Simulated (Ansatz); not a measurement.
# CH₄Al₂: one structure at several levels

The atoms stand at a structure displaced at random from a GFN2-xTB minimum. How far do the functionals agree with CCSD(T) there?

Computed with Ansatz 0.2.0, Gaussian basis. Level: single points in def2-TZVPP.

Cores are frozen in the correlated methods.

**1. Starting geometry**

SMILES `[CH2]1[AlH][AlH]1`, 7 atoms, charge 0, spin multiplicity 1.

Atoms are counted from 1 here; the program's logs count them from 0.

Bond lengths: C1–Al2 2.175 Å, C1–Al3 2.142 Å, C1–H4 1.065 Å, C1–H5 1.065 Å, Al2–Al3 2.537 Å, Al2–H6 1.603 Å, Al3–H7 1.669 Å. Angles: Al2–C1–Al3 72.0°, Al2–C1–H4 115.3°, Al2–C1–H5 122.0°, Al3–C1–H4 115.7°, Al3–C1–H5 119.0°, H4–C1–H5 109.0°, C1–Al2–Al3 53.4°, C1–Al2–H6 146.7°, Al3–Al2–H6 159.6°, C1–Al3–Al2 54.6°, C1–Al3–H7 147.1°, Al2–Al3–H7 158.2°.

Coordinates:

```xyz
7
CH4Al2
C    -0.7030    0.0882   -0.6874
Al   -0.0336    0.8458    1.2386
Al    1.1064   -0.9332   -0.1652
H    -1.5895   -0.5009   -0.6613
H    -0.7172    0.6982   -1.5600
H    -0.2736    1.9031    2.4193
H     2.2165   -2.1119   -0.5691
```

**2. CCSD(T)/def2-TZVPP**

Contents of run/in.yaml:

```yaml
crystal:
  periodic: [false, false, false]
  atoms:
    - {symbol: C, position_ang: [-0.703000, 0.088200, -0.687400]}
    - {symbol: Al, position_ang: [-0.033600, 0.845800, 1.238600]}
    - {symbol: Al, position_ang: [1.106400, -0.933200, -0.165200]}
    - {symbol: H, position_ang: [-1.589500, -0.500900, -0.661300]}
    - {symbol: H, position_ang: [-0.717200, 0.698200, -1.560000]}
    - {symbol: H, position_ang: [-0.273600, 1.903100, 2.419300]}
    - {symbol: H, position_ang: [2.216500, -2.111900, -0.569100]}
basis:
  gaussian: {orbitals: def2-TZVPP}
correlation: {method: ccsd_t}
output: {forces: true}
```

The command line of these runs was not kept.

**3. PBE0-D4/def2-TZVPP**

Changes to run/in.yaml since step 2:

```diff
@@ -12,3 +12,3 @@
   gaussian: {orbitals: def2-TZVPP}
-correlation: {method: ccsd_t}
-output: {forces: true}
+hamiltonian: {xc: pbe0, dispersion: d4}
+output: {forces: true, orbitals: {seedname: orbitals}}
```

**4. wB97M-V/def2-TZVPP**

Changes to run/in.yaml since step 3:

```diff
@@ -12,3 +12,3 @@
   gaussian: {orbitals: def2-TZVPP}
-hamiltonian: {xc: pbe0, dispersion: d4}
-output: {forces: true, orbitals: {seedname: orbitals}}
+hamiltonian: {xc: {name: wB97M-V}}
+output: {forces: true}
```

**5. r2SCAN-D4/def2-TZVPP**

Changes to run/in.yaml since step 4:

```diff
@@ -12,3 +12,3 @@
   gaussian: {orbitals: def2-TZVPP}
-hamiltonian: {xc: {name: wB97M-V}}
+hamiltonian: {xc: r2scan, dispersion: d4}
 output: {forces: true}
```

**6. PBE-D4/def2-TZVPP**

Changes to run/in.yaml since step 5:

```diff
@@ -12,3 +12,3 @@
   gaussian: {orbitals: def2-TZVPP}
-hamiltonian: {xc: r2scan, dispersion: d4}
+hamiltonian: {xc: pbe, dispersion: d4}
 output: {forces: true}
```

**7. wB97X-V/def2-TZVPP**

Changes to run/in.yaml since step 6:

```diff
@@ -12,3 +12,3 @@
   gaussian: {orbitals: def2-TZVPP}
-hamiltonian: {xc: pbe, dispersion: d4}
+hamiltonian: {xc: {name: wB97X-V}}
 output: {forces: true}
```

**8. B97M-V/def2-TZVPP**

Changes to run/in.yaml since step 7:

```diff
@@ -12,3 +12,3 @@
   gaussian: {orbitals: def2-TZVPP}
-hamiltonian: {xc: {name: wB97X-V}}
+hamiltonian: {xc: {name: B97M-V}}
 output: {forces: true}
```

(Steps that only read results are left out.)

What does the calculation give? Wanted: energy less free atoms, CCSD(T)/def2-TZVPP; RMS force component; RMS force error; HOMO and LUMO, PBE0-D4; T1 diagnostic.

The runs gave:

```
                                  quantity                                                                                          value
energy less free atoms, CCSD(T)/def2-TZVPP                                                                                -442.3 kcal/mol
                       RMS force component                                                           0.871 to 0.964 eV/Å over the methods
                           RMS force error  PBE0-D4 0.078, wB97M-V 0.088, r2SCAN-D4 0.077, PBE-D4 0.110, wB97X-V 0.111, B97M-V 0.095 eV/Å
                    HOMO and LUMO, PBE0-D4                                                                             -5.35 and -2.51 eV
                             T1 diagnostic                                                                                          0.014
```

What this shows: Against CCSD(T) the functionals' energies less atoms differ by -21.8 to -8.8 kcal/mol, PBE-D4 by -14.6 kcal/mol. The reference is not at the basis limit: in triple zeta CCSD(T) underbinds, which counts against methods that bind more; the gaps are no ranking. For forces r2SCAN-D4 does best and wB97X-V worst. Frozen-core CCSD(T) forces in triple zeta carry basis errors of their own, and this is one geometry, so small gaps rank nothing. The restricted Hartree–Fock reference is unstable towards an unrestricted one at one or more of these structures.
